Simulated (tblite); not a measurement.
Question: Write Cartesian coordinates for `CCOC[NH]` [radical] as optimised with GFN2-xTB. (Doublet state.)

Answer: 
```
atom  x, y, z in Å
C1    -1.652   -0.061    0.470
C2    -0.760   -0.041   -0.769
O3     0.527   -0.574   -0.544
C4     1.417    0.251    0.160
N5     2.689   -0.240    0.300
H6    -2.659    0.242    0.197
H7    -1.281    0.622    1.232
H8    -1.684   -1.065    0.886
H9    -0.679    0.984   -1.160
H10   -1.192   -0.678   -1.546
H11    1.471    1.257   -0.319
H12    1.025    0.471    1.181
H13    2.772   -1.167   -0.107
```

Any rigid rotation of these coordinates is as good. Atoms count from 1 in this order. Of the pairs four or more bonds apart, H7···H12 is among the closest relative to their van der Waals radii: 2.31 Å, 96 % of the sum of Bondi's values.

Bonds between heavy atoms (Å): C1–C2 1.527, C2–O3 1.411, O3–C4 1.403, C4–N5 1.371.

Computed geometry: GFN2-xTB, gas phase. This method treats the open shell by occupation alone, without spin polarisation.

Point group: C1 (no symmetry element, even within 0.4 Å). Its GFN2-xTB frequencies are all real (lowest 67 cm⁻¹). Torsions: C1–C2–O3–C4 -76°, C2–O3–C4–N5 -176°, O3–C4–N5–H -3°.

Time: 0.37 s. Hardware: one thread, Arm Neoverse N1 (aarch64), no GPU (shared host). These figures are those of the optimisation.

One conformer stands for the species.
